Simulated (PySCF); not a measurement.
Breaking a bond: LiH, singlet. Each curve is given relative to its own lowest point near equilibrium.

```json
[
 {"R / Å": "1.21", "A": "36.0", "B": "36.0", "C": "37.1", "D": "34.5"},
 {"R / Å": "1.28", "A": "23.0", "B": "23.0", "C": "24.2", "D": "22.2"},
 {"R / Å": "1.34", "A": "14.7", "B": "14.7", "C": "16.0", "D": "14.3"},
 {"R / Å": "1.44", "A": "5.8", "B": "5.8", "C": "6.9", "D": "5.8"},
 {"R / Å": "1.51", "A": "2.2", "B": "2.2", "C": "3.1", "D": "2.3"},
 {"R / Å": "1.57", "A": "0.6", "B": "0.6", "C": "1.1", "D": "0.7"},
 {"R / Å": "1.60", "A": "0.1", "B": "0.1", "C": "0.5", "D": "0.2"},
 {"R / Å": "1.66", "A": "0.0", "B": "0.0", "C": "0.0", "D": "0.0"},
 {"R / Å": "1.69", "A": "0.2", "B": "0.2", "C": "0.0", "D": "0.2"},
 {"R / Å": "1.74", "A": "1.0", "B": "1.0", "C": "0.4", "D": "0.8"},
 {"R / Å": "1.85", "A": "4.1", "B": "4.1", "C": "2.5", "D": "3.5"},
 {"R / Å": "1.98", "A": "9.6", "B": "9.6", "C": "6.7", "D": "8.3"},
 {"R / Å": "2.17", "A": "19.8", "B": "19.8", "C": "14.5", "D": "17.2"},
 {"R / Å": "2.40", "A": "33.8", "B": "31.2", "C": "25.0", "D": "29.2"},
 {"R / Å": "2.66", "A": "50.2", "B": "39.0", "C": "36.5", "D": "42.7"},
 {"R / Å": "2.90", "A": "65.0", "B": "43.2", "C": "45.8", "D": "54.4"},
 {"R / Å": "3.23", "A": "84.1", "B": "46.5", "C": "55.5", "D": "68.6"},
 {"R / Å": "3.55", "A": "101.0", "B": "48.1", "C": "61.6", "D": "80.2"},
 {"R / Å": "3.91", "A": "117.9", "B": "49.0", "C": "65.4", "D": "90.9"},
 {"R / Å": "4.36", "A": "136.1", "B": "49.5", "C": "67.6", "D": "101.1"},
 {"R / Å": "4.79", "A": "150.8", "B": "49.7", "C": "68.5", "D": "108.4"},
 {"R / Å": "5.55", "A": "170.9", "B": "49.9", "C": "69.0", "D": "116.7"},
 {"R / Å": "6.33", "A": "184.5", "B": "50.0", "C": "69.1", "D": "121.2"}
]
```

Energies in mEh.

Q: Match the curves with the methods RHF/6-31G run with PySCF; restricted LDA (SVWN5)/6-31G in PySCF; CCSD on UHF/6-31G (PySCF); UHF/6-31G (PySCF 2.14.0).

A: A is RHF; B is UHF; C is UCCSD; D is RKS-LDA (SVWN5).

The unrestricted determinant behind UHF, UCCSD is spin-contaminated at 2.40 to 6.33 Å (<S²> up to 1.0, against 0.00 for a pure singlet). At the longest distance RKS-LDA (SVWN5) leaves fractional charges on the fragments, a sign of delocalisation error or of the restricted form. The restricted form behind RKS-LDA (SVWN5), RHF keeps the bonding electrons paired and can't separate into open-shell fragments.
